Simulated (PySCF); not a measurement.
fluorine (F2), SMILES FF.

Geometry: B3LYP-D3(BJ)/def2-TZVPD.

Computed with TDDFT-M06-2X/def2-TZVPD run with PySCF 2.14.0.

Vertical excitations; the highest root listed may be one member of a degenerate set. Isolated molecule, no solvent. State labels are in the subgroup D2h.

```tsv
state	symmetry	energy (eV)	λ (nm)	f	main pairs
S1	B3u	4.32	287	0.000	HOMO−1→LUMO (degenerate set)
S2	B2u	4.32	287	0.000	HOMO→LUMO (degenerate set)
S3	B2g	8.35	148	0.000	HOMO−2→LUMO (degenerate set)
S4	B3g	8.35	148	0.000	HOMO−3→LUMO (degenerate set)
S5	B3g	12.90	96	0.000	HOMO→LUMO+2 (degenerate set)
S6	B2g	12.90	96	0.000	HOMO−1→LUMO+2 (degenerate set)
S7	B1u	12.99	95	0.342	HOMO−4→LUMO 37 %, HOMO→LUMO+3 31 %, HOMO−1→LUMO+4 31 %
S8	B3u	13.15	94	0.027	HOMO−1→LUMO+1 (degenerate set)
S9	B2u	13.15	94	0.027	HOMO→LUMO+1 (degenerate set)
S10	Au	13.44	92	0.000	HOMO→LUMO+4 49 %, HOMO−1→LUMO+3 49 %
T1	B2u	3.26	380	0	HOMO→LUMO (degenerate set)
T2	B3u	3.26	380	0	HOMO−1→LUMO (degenerate set)
T3	B2g	7.26	171	0	HOMO−2→LUMO (degenerate set)
T4	B3g	7.26	171	0	HOMO−3→LUMO (degenerate set)
```
Triplets are in the Tamm–Dancoff approximation, which puts them higher than full response would, so one can lie above its singlet here.
